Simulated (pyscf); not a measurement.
## Routes from `[CH2][CH2][GeH3]` [doublet]

Candidate steps break at most two bonds and form at most two. Each was searched with GFN2-xTB (tblite) first. PySCF, gas phase, ωB97X-D3(BJ)/def2-SVP geometries. Energies: ωB97M-D3(BJ)/def2-TZVP, kcal/mol, from the reactant's lowest minimum found, doublet surface; ΔG‡ with ideal gas, 1 atm, RRHO with modes under 100 cm⁻¹ raised to 100, one conformer, R ln 2 for chiral ones without a mode under 150 cm⁻¹.

```tsv
products	type	ΔE‡	ΔE	ΔG‡ 298 K	ΔG‡ 900 K	ν‡ (cm⁻¹)
GeH₃• + H₂C=CH₂	bond scission	15.0	+13.2	13.8	13.0	208i
H₃C–CH•–GeH₃	hydrogen shift	40.3	-0.3	38.2	39.4	1898i
```

Plain bond fissions and candidates not yet searched are not listed, and one of them may be faster. Each barrier is that of the saddle found; lower ones may exist. Elements up to Kr have no core potential and no relativistic terms here.
